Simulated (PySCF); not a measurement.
NMR data simulated for an unnamed compound:

$^{1}$H NMR (600 MHz, computed): δ 4.98 (br, 1H), 2.91 (s, 1H), 2.68 (d, J = 5.6 Hz, 3H).

$^{13}$C{$^{1}$H} NMR (computed): δ 164.5 (C), 82.3 (CH), 77.7 (C), 27.2 (CH3).

- couplings computed with B3LYP/pcJ-1 (spin–dipole term only in couplings to heteroatoms)
- structure optimised with PBE0-D3(BJ)/def2-SVP
- σ from GIAO-HF/pcSseg-2
- run in PySCF 2.14.0 with density-fitted response routines
- gas phase, a single conformation, averaged over atoms made equivalent by symmetry, fast rotation or ring inversion, non-relativistic Hamiltonian

Shifts are taken against calculated references (same method and geometry level): $^{1}$H (σ = 31.68 ppm), $^{13}$C (σ = 191.47 ppm) vs TMS.

Question: Which of these does the molecule contain: a CH3CH2 unit, a tert-butyl group, an amide, an N-methyl group, an NH or NH2 group, an S-methyl group?

Answer: 
- A CH3CH2 unit: no.
- A tert-butyl group: no.
- An amide: yes (δC 164.5).
- An N-methyl group: yes (δC 27.2; δH 2.68 (d)).
- An NH or NH2 group: yes (δH 4.98 (br)).
- An S-methyl group: no.

The data belong to SMILES C#CC(=O)NC, C4H5NO; they needn't prove each group on their own.

Carbon signals by region: 1 in the far downfield region (above 160 ppm), 2 at 50–100 ppm, 1 below 50 ppm. Above 160 ppm: 164.5, amide carbonyl carbon.

OH/NH shifts are gas-phase values; hydrogen bonding in solution moves them, usually downfield. Amide-type NH protons are broadened by 14N but still split neighbouring CH signals. Splittings below 1 Hz are ignored in the labels, and close J values are merged. Shifts are as computed, not scaled to solution data. Of 1211 compounds with measured shifts, 218 miss one by over three times the rms of a fit or turn the order of signals round; such compounds aren't used in these exercises. The C=O carbon of an acid or of an amide with N–H lies up to 10 ppm further downfield in solution, through hydrogen bonding that the calculation lacks.
